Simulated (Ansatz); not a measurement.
# Black phosphorus

Method: r²SCAN+rVV10 (PAW; Ansatz, a quantum-chemistry and plane-wave program).

Settings: plane-wave cutoff 500 eV, 12×12×10 k mesh (along the axes of the cell as run), Fermi–Dirac smearing 0.05 eV, scalar-relativistic PAW data made under PBE.

Cell (relaxed at this level):

P is taken in the orthorhombic space group Cmce (No. 64), Pearson symbol oS8. Cell: a = 3.302 Å, b = 10.693 Å, c = 4.468 Å, α = β = γ = 90.00°. P on 8f sees 3 P at 2.213–2.251 Å (trigonal pyramidal). (Neighbours: up to the widest gap in distance over summed covalent radii, below 1.35, at either atom.)
(The calculation used a cell of 4 atoms; values per cell refer to that cell.)

```yaml
band_gap: 0.02 eV (under three smearing widths, so not firm)
```

Measured, for comparison: band gap 0.35 eV (temperature not stated, not corrected to a static lattice; as tabulated in Das et al. (2018), arXiv:1807.05623). Computed (rounded) less measured: band gap -0.33 eV.

Static lattice: no zero-point or thermal effects.
